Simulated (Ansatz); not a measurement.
## Relaxing SiGe₂

Method: DFT PBE, scalar-relativistic, plane waves, PAW in Ansatz. Cutoff 420 eV, Γ-centred k mesh, Gaussian smearing, no spin polarisation in the final step.

SiGe₂ was placed on the ThSi2 structure type (I4_1/amd, No. 141), with Si in place of Th, Ge in place of Si, at a guessed volume.

```
Si Ge
1.0
    -1.94260    1.94260    6.75438
     1.94260   -1.94260    6.75438
     1.94260    1.94260   -6.75438
Si Ge
2 4
Direct
  0.00000 0.00000 0.00000
  0.75000 0.25000 0.50000
  0.41650 0.41650 0.00000
  0.16650 0.66650 0.50000
  0.33350 0.83350 0.50000
  0.58350 0.58350 0.00000
```

Cell and atoms relax at zero pressure; the relaxation can't lower the symmetry of the start. After a coarse first stage the cell is made exact in the group found at 0.06 Å.

Energies over the elements count from the elements' standard structures at the same level, with no empirical corrections.

Problem. Describe the relaxed structure.

Solution. It keeps I4_1/amd (No. 141), but not the shape of the type it started on. Conventional cell: a = 3.304 Å, c = 21.120 Å. Si has 8 Ge at 2.73 Å and 4 Si at 3.30 Å; around Ge lie 4 Si at 2.73 Å, 3 Ge at 2.82–2.96 Å and 4 Ge at 3.30 Å.

```xyz
6
Lattice="-1.6521 1.6521 10.5602 1.6521 -1.6521 10.5602 1.6521 1.6521 -10.5602" Properties=species:S:1:pos:R:3 pbc="T T T"
Si    0.0000    0.0000    0.0000
Si    0.0000    1.6521    5.2801
Ge    0.0000    0.0000    9.1480
Ge    1.6521    0.0000    3.8679
Ge    1.6521    0.0000    6.6923
Ge    0.0000    0.0000   11.9724
```

Problem. What are its volume, energy, density and gap?

Solution. The volume per atom is 19.22 Å³, the density is 4.99 g/cm³ and the energy over the elements is 0.41 eV/atom. The gap on the 16×16×16 mesh is 0 eV (a metal).

The final run used a 16×16×16 mesh on its 6-atom cell and 0.10 eV smearing. For metals, differences of a few meV/atom aren't resolved. Symmetry constrained the relaxation, so the result can be a saddle point. The steps took of the order of 17 core-minutes in all.